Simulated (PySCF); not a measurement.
All values below come from PBE-D3(BJ)/def2-TZVP // PBE0-D3(BJ)/def2-TZVP run with PySCF. All species are isolated molecules in the gas phase. 

Reference species (SMILES): `C` (neutral, multiplicity 1).

```json
{
  "dipole_moment": "0.00 D"
}
```

Changed species: `ClCCl` (whole molecule; the reference has whole molecule).

Problem. What does the change do to the dipole moment?

Solution. the dipole moment increases by 1.58 D, to 1.58 D.
